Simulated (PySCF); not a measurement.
## Working out the ionisation energy of S

S [Ne] 3s2 3p4 (3P) → S⁺ [Ne] 3s2 3p3 (4S). Computed with PySCF 2.14 in 6-31G* (4s3p1d, 18 functions), with no relativity, point nucleus. Frozen: [Ne]. Energies in hartree (1 hartree = 27.21139 eV):

```json
{"part": "UHF", "S (lower)": "-397.474635", "S⁺ (upper)": "-397.138466"}
{"part": "CCSD correlation", "S (lower)": "-0.093927", "S⁺ (upper)": "-0.081893"}
{"part": "(T)", "S (lower)": "-0.001344", "S⁺ (upper)": "-0.000889"}
```

**Question.** What does Hartree-Fock give?

**Answer.** (-397.138466) − (-397.474635) = 0.336169 hartree = 9.148 eV.

**Question.** What do CCSD and CCSD(T) give?

**Answer.** The CCSD correlation energies differ by 0.012034 hartree = 0.327 eV and the triples by 0.000455 hartree = 0.012 eV, so CCSD gives 9.475 eV and CCSD(T) 9.487 eV.

Measured between the centres of the two terms (NIST): 10.336 eV, so CCSD(T) (valence) is off by -0.849 eV.

What remains against the reference includes basis incompleteness, the frozen core and higher excitations.
